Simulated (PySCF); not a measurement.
Reaction (SMILES): [SiH3][SiH] (SiH-SiH3) (closed-shell singlet) + 2 [H][H] (H2) → 2 [SiH4] (SiH4)
B3LYP-D3(BJ)/def2-TZVP geometries, fixed; electronic energies without zero-point terms.
Largest species:
```
Si
H 1 1.4846
H 1 1.4893 2 107.80
H 1 1.4893 2 107.80 3 -116.32
Si 1 2.3971 2 114.30 3 121.84
H 5 1.5236 1 88.28 2 -180.00
```

Effect of the auxiliary basis of density fitting at wB97M-V/def2-SVP with PySCF, against the last row, where the energy of full hydrogenation is -68.70 kcal/mol.

| setting | fitting functions, largest species | largest shift of a total energy (mEh) | shift of the energy of full hydrogenation (kcal/mol) |
|---|---|---|---|
| density fitting: autoaux | 392 | -0.057 | 0.028 |
| density fitting: def2-universal-jkfit | 328 | -0.096 | 0.029 |
| density fitting: cc-pvtz-jkfit | 362 | -0.032 | 0.003 |
| density fitting: cc-pvqz-jkfit | 500 | -0.023 | 0.002 |
| density fitting: none | - | 0.000 | 0.000 |

Within 0.02 kcal/mol in the energy of full hydrogenation: density fitting: cc-pvtz-jkfit; density fitting: cc-pvqz-jkfit. The largest shift is 0.096 mEh in a total energy and 0.029 kcal/mol in the difference.
